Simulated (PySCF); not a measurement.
Species: 1-methylcyclopropene, C₄H₆.
Structure used (PBE0-D3(BJ)/def2-SVP), in Å, numbered top down from 1:
```
atom  x, y, z in Å
C1    -1.4632    0.2150   -0.0780
C2     0.0054    0.1526   -0.0691
C3     1.1761    0.6600   -0.3108
C4     1.1770   -0.7100    0.3001
H5    -1.8803   -0.6156   -0.6707
H6    -1.8280    1.1644   -0.4953
H7    -1.8598    0.1021    0.9443
H8     1.7972    1.4710   -0.6820
H9     1.4261   -1.5901   -0.3166
H10    1.4488   -0.8409    1.3612
```

Computed with core-valence-separated Tamm–Dancoff BHandHLYP/aug-pcX-1 (pcseg-1 on H) in PySCF, non-relativistic, gas phase, PBE0-D3(BJ)/def2-SVP geometry. The energies are unshifted.

The lowest roots of each edge with f over 0.003 (five at most, numbered afresh; weaker and dark ones are left out), with transition dipoles (au) in the frame of the coordinates:

```csv
root,edge,E (eV),f,μx,μy,μz
1,C,283.10,0.0602,-0.0011,-0.0379,-0.0851
2,C,283.15,0.0603,-0.0011,-0.0379,-0.0852
3,C,285.81,0.0060,0.0292,0.0002,-0.0005
4,C,285.99,0.0067,0.0003,0.0125,0.0283
5,C,286.01,0.0109,-0.0327,-0.0201,0.0094
```

Problem. Molecules are fixed in this frame and the field points along (1, 1, 0)/√2. What effective strengths 3 f cos²θ do the roots have (θ between field and μ)?

Solution. root 1 (C3): 0.016, root 2 (C2): 0.016, root 3 (C1): 0.009, root 4 (C1): 0.002, root 5 (C3): 0.029. Root 5 is the strongest. Averaged over all orientations cos²θ is 1/3, which gives f back.

On an Arm Neoverse V2 with one thread, no GPU, shared host, this took 5.8 s wall.
